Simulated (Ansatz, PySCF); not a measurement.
System: C2H3, net charge 0, doublet state. It need not be the lowest isomer of its formula. 
Coordinates optimised at B3LYP-D3(BJ)/def2-TZVP (Ansatz, a first-principles code):
```
C
C 1 1.3014
H 2 1.0786 1 138.61
H 1 1.0866 2 122.29 3 -180.00
H 1 1.0922 4 115.87 2 -180.00
```
Charge 0, spin multiplicity 2.

Dipole moments at this geometry, in debye (magnitudes).

| level | program | dipole (D) |
|---|---|---|
| HF/def2-TZVPD | PySCF | 0.60 |
| M06-L/def2-TZVPD | PySCF | 0.58 |
| B97M-V/def2-TZVPD | Ansatz | 0.66 |
| PBE0/def2-TZVPD | PySCF | 0.68 |
| r2SCAN0/def2-TZVPD | Ansatz | 0.65 |
| PW6B95/def2-TZVPD | PySCF | 0.68 |
| MN15/def2-TZVPD | PySCF | 0.66 |
| HSE06/def2-TZVPD | Ansatz | 0.68 |
| wB97X-V/def2-TZVPD | Ansatz | 0.71 |
| CCSD(T)/aug-cc-pVDZ | Ansatz | 0.67 |
